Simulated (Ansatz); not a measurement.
Corundum (α-Al2O3), treated with rVV10 (plane waves, PAW; Ansatz, a quantum-chemistry and plane-wave program).

Numerical settings: plane-wave cutoff 520 eV, 8×8×8 k mesh, Fermi–Dirac smearing 0.01 eV, scalar-relativistic PAW data made under PBE.

On both sides of the equilibrium volume: at 8.633 Å³/atom the pressure is 4.82 GPa and the direct gap at Γ 5.979 eV; at 8.986 Å³/atom they are -4.37 GPa and 5.497 eV. The fitted bulk modulus is 229 GPa.

### Question
Work out the volume deformation potential of this gap and its pressure coefficient, in two ways.

### Answer
a_V = dE_g/d ln V = (5.497 − 5.979)/ln(8.986/8.633) = -12.03 eV. Since dP = −B d ln V, dE_g/dP = −a_V/B = 53 meV/GPa. Straight from the pressures: (5.979 − 5.497)/(4.82 − (-4.37)) = 52 meV/GPa. At this level and over this range the gap at Γ widens under pressure.

Note: the bulk modulus comes from volumes at which shape and atoms were relaxed.
